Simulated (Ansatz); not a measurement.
Results of HSE06-D3(BJ) (PAW; Ansatz, a first-principles code) for fcc Al.

Run with plane-wave cutoff 460 eV, 14×14×14 k mesh, Fermi–Dirac smearing 0.05 eV, scalar-relativistic PAW data made under PBE.

Cell (relaxed at this level):

```yaml
crystal:
  lattice:
    - [0.00000, 1.97332, 1.97332]
    - [1.97332, 0.00000, 1.97332]
    - [1.97332, 1.97332, 0.00000]
  atoms:
    - { symbol: Al, position: [0.00000, 0.00000, 0.00000] }
```

### Question
Estimate the bulk modulus B0 and pressure derivative B′ of the bulk modulus that the calculation returns.

### Answer

- bulk modulus B0: 95.1 GPa
- pressure derivative B′ of the bulk modulus: 4.9

Measured, for comparison: bulk modulus 80.8 GPa (corrected for temperature and zero-point phonon effects, our sources range from 77.1 to 82.0; as tabulated in Levämäki et al. (2014), arXiv:1402.3671). Computed (rounded) less measured: bulk modulus +18 % (+16 % to +23 % over the range).

The computed numbers hold no vibrational or temperature effects.
